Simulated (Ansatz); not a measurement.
# BSiNH (quartet): from Hartree-Fock to the top rungs, cc-pVTZ

How much of the correlation energy of BSiNH (quartet) does each wave-function method recover here?

Program: Ansatz 0.2.0, Gaussian basis. Level of theory: cc-pVTZ, core rule «outside noble gas», up to 7 orbitals frozen. These are calculated values, not measurements.

Plan: UHF; CCSD(T) on ROHF; CCSD(T) on UHF; BCCD(T) on ROHF; CCSDT(Q) on ROHF; CCSDT(Q) on UHF.

5 further runs of the same task are left out: 5 set aside as unsound or not needed. Runs told in other sessions of the task aren't counted.

### Step 1. The system

The geometry is a PBE0/def2-TZVP stationary point (not a proven minimum) of the parent state, kept for this charge and spin.

4 atoms, charge 0, spin multiplicity 4.

Atoms are counted from 1 here; the program's logs count them from 0.

Bond lengths: B1–N2 1.375 Å, B1–Si3 1.996 Å, N2–Si3 1.766 Å, N2–H4 1.011 Å. Angles: N2–B1–Si3 59.8°, B1–N2–Si3 77.8°, B1–N2–H4 141.7°, Si3–N2–H4 140.4°, B1–Si3–N2 42.3°.

### Step 2. UHF

in.yaml

```yaml
crystal:
  periodic: [false, false, false]
  atoms:
    - {symbol: B, position_ang: [0.000000, -0.897712, 0.910090]}
    - {symbol: N, position_ang: [0.000000, 0.476424, 0.875935]}
    - {symbol: Si, position_ang: [0.000000, 0.061811, -0.840355]}
    - {symbol: H, position_ang: [0.000000, 1.285841, 1.482090]}
basis:
  gaussian: {orbitals: cc-pVTZ}
magnetization: {spin_polarized: true, initial_magnetization: 3}
hamiltonian: {xc: hf}
output: {orbitals: {seedname: orbitals}}
```

The run is started by

```
$ ansatz run in.yaml --threads 1 --pin off --events-out ev --progress --plain --max-ram 4096MiB --backend cpu
```

After this run come: CCSD(T) on ROHF; CCSD(T) on UHF; BCCD(T) on ROHF; CCSDT(Q) on ROHF; CCSDT(Q) on UHF.

**Question.** What will the summary of the whole plan be? Wanted: UCCSDT(Q) from the RHF energy; RMP2 from UCCSDT(Q); UMP2 from UCCSDT(Q); RCCSD from UCCSDT(Q); RCCSD(T) from UCCSDT(Q); UCCSD(T) from UCCSDT(Q); RCCSDT(Q) from UCCSDT(Q); T1 diagnostic.

The runs gave:

| quantity | value |
| --- | --- |
| UCCSDT(Q) from the ROHF energy | -10.9832 eV |
| RMP2 from UCCSDT(Q) | +1205.3 meV |
| UMP2 from UCCSDT(Q) | +1301.2 meV |
| RCCSD from UCCSDT(Q) | +665.1 meV |
| RCCSD(T) from UCCSDT(Q) | +77.8 meV |
| UCCSD(T) from UCCSDT(Q) | +83.4 meV |
| RCCSDT(Q) from UCCSDT(Q) | +7.5 meV |
| levels within 1 kcal/mol (43 meV) | RCCSDT(Q) |
| T1 diagnostic | 0.037 |

In words: RCCSD(T) misses by +77.8 meV, 0.7 % of the correlation energy. These misses are within one basis, not against nature; the frozen cores of restricted and unrestricted runs differ, which can shift their rows.
